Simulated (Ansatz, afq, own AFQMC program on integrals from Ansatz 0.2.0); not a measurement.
Two steps: Ansatz 0.2.0 writes the Fock matrix and Cholesky factors of the valence space, and afq projects on them the lowest state that overlaps trial and start.

```yaml
crystal:
  periodic: [false, false, false]
  atoms:
    - {symbol: Ge, position_ang: [0.000000, 0.013176, 0.296556]}
    - {symbol: N, position_ang: [0.000000, -0.127734, -1.567079]}
    - {symbol: H, position_ang: [0.000000, 1.462996, 0.821916]}
    - {symbol: H, position_ang: [1.257753, -0.722789, 0.783980]}
    - {symbol: H, position_ang: [-1.257753, -0.722789, 0.783980]}
    - {symbol: H, position_ang: [0.000000, 0.808032, -1.985333]}
basis:
  gaussian: {orbitals: 6-31G}
magnetization: {spin_polarized: true, initial_magnetization: 1}
correlation: {method: ccsd_t, electrons: outside_noble_gas, hamiltonian_folder: ham}
```

```sh
$ ansatz run in.yaml --threads 1 --pin off --events-out ev --progress --plain --max-ram 24576MiB --backend cuda --devices 0, --max-vram 18GiB
```

afq runs on the folder ham with

```
--method free --trial cisd --walkers 4000 --time-step 0.03 --max-blocks 4000 --target-error 0.00042 --factor-cut 1e-05 --seed 8959 --times 0,0.21,0.42,0.81,1.2,1.8,2.4,3 --taylor-order 8
```

Times are imaginary, in 1/Eh. The walk had a cap of 61 s. Filled inner d shells are frozen with the cores.

afq prints:

```
orbitals 31  electrons 7 6  factors 263 of 511
reference energy -2131.70643074 Eh
CCSD correlation -0.17043425 Eh in 12 cycles, weight of the determinant in the CISD state 0.9075
repeat  energy at the last time / Eh  error
    10  -2131.880706  0.000100
    20  -2131.880736  0.000061
    30  -2131.880774  0.000051
time / (1/Eh)  energy / Eh  error  mean overlap
  0.00  -2131.876865  0.000028  1.1020
  0.21  -2131.878484  0.000028  1.1013
  0.42  -2131.879257  0.000032  1.1031
  0.81  -2131.879927  0.000030  1.1067
  1.20  -2131.880262  0.000036  1.1080
  1.80  -2131.880593  0.000038  1.1063
  2.40  -2131.880726  0.000058  1.1064
  3.00  -2131.880757  0.000052  1.1075
energy -2131.880757 +/- 0.000052 Eh
```

The run passed its tests (error under three times the target), which doesn't prove that it has relaxed.

Against this walk (error 1.4 meV) on the same determinant: CCSD(T) 27.5 meV higher. The error is statistical, and a free projection of finite length keeps a remainder of its start. None of these is a sure reference here. The projection is still falling at its last time (meV from the last point: 22.6 ± 0.8 at 0.81, 13.5 ± 1.0 at 1.20, 4.5 ± 1.0 at 1.80, 0.8 ± 1.6 at 2.40, 0.0 ± 1.4 at 3.00), so its energy is a cut-off value, and the gaps above aren't errors of the other methods.

Cautions: remainder of the start not in the error; no relativity below Rb; no spin-orbit coupling; inner d shell frozen.

The walk took 20 s on 1 × NVIDIA H100 80GB HBM3 with 2 threads of AMD EPYC 7R13 Processor (Zen 3) (shared host) (the card was shared). The log's last line is the free-projection energy.

A walk keeps the symmetry of its determinant, which the program's search chose and which needn't be the lowest solution, so a lower state of the same spin and another symmetry isn't excluded.
